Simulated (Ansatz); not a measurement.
Compare A (`C=CCOC=C`) with its isomer B (`CC(=O)C1CC1`).

Program: Ansatz. Geometries: PBE0-D4/def2-TZVP. ΔE: electronic, gas phase. CBS: MP2 limit from def2 TZ/QZ plus the TZ coupled-cluster correction, frozen cores. DFT in def2-TZVPP. B3LYP here is the variant with VWN-RPA as its local correlation; programs differ in this. One conformer a species, not always the lowest.

A:

Z-matrix (Å, degrees):
```
C
C 1 1.487
O 1 1.416 2 108.5
H 1 1.100 2 110.5 3 -119.3
H 1 1.097 2 111.0 3 121.2
C 2 1.324 1 123.8 3 -129.5
H 2 1.087 1 115.7 3 51.9
C 3 1.344 1 116.4 2 -178.2
H 6 1.086 2 121.4 1 2.1
H 6 1.083 2 121.6 1 -177.7
C 8 1.330 3 128.2 1 -0.6
H 8 1.085 3 110.1 1 179.5
H 11 1.081 8 123.7 3 -0.1
H 11 1.081 8 118.6 3 180.0
```

B:

Z-matrix (Å, degrees):
```
C
C 1 1.503
H 1 1.094 2 109.9
H 1 1.094 2 109.9 3 -117.3
H 1 1.088 2 110.3 3 121.4
O 2 1.210 1 122.1 3 -121.2
C 2 1.484 1 116.3 3 58.9
C 7 1.511 2 117.0 1 146.3
C 7 1.511 2 117.1 1 -147.0
H 7 1.083 2 116.6 1 -0.2
H 8 1.082 7 116.9 2 -143.5
H 8 1.083 7 115.3 2 -1.7
H 9 1.083 7 115.3 2 1.9
H 9 1.082 7 116.9 2 143.6
```

Which isomer does CCSD(T)/CBS put lower? Give the gap. (Estimate.)

The calculation gave: B, by 21.3 kcal/mol.

Give E(B) − E(A) in kcal/mol with CCSD(T)/def2-TZVPP, B3LYP-D4, B3LYP, ωB97M-V, HF/def2-TZVPP, MP2/def2-TZVPP, CCSD/def2-TZVPP. (An estimate is asked.)

Ansatz gave: CCSD(T)/def2-TZVPP -22.1, B3LYP-D4 -20.0, B3LYP -19.5, ωB97M-V -23.8, HF/def2-TZVPP -19.7, MP2/def2-TZVPP -26.5, CCSD/def2-TZVPP -22.2. None reverses the order clearly.

Does the order hold for the free energy at 298.15 K (harmonic terms from PBE0-D4)? (Estimate.)

The calculation gave: Yes: G(B) − G(A) = -20.7 kcal/mol, for one conformer each.

Largest T1 diagnostic: 0.013.

Leaving LDA and LC-ωPBE aside and taking each functional with its dispersion term where it has one, the values, not all of them listed here, spread over 9.6 kcal/mol, from PBE-QIDH to BLYP-D4. LDA lies −1.7 kcal/mol from PBE without D4. At CCSD(T), def2-SVP lies −4.5 kcal/mol from the extrapolated value and def2-TZVPP −0.8 kcal/mol.
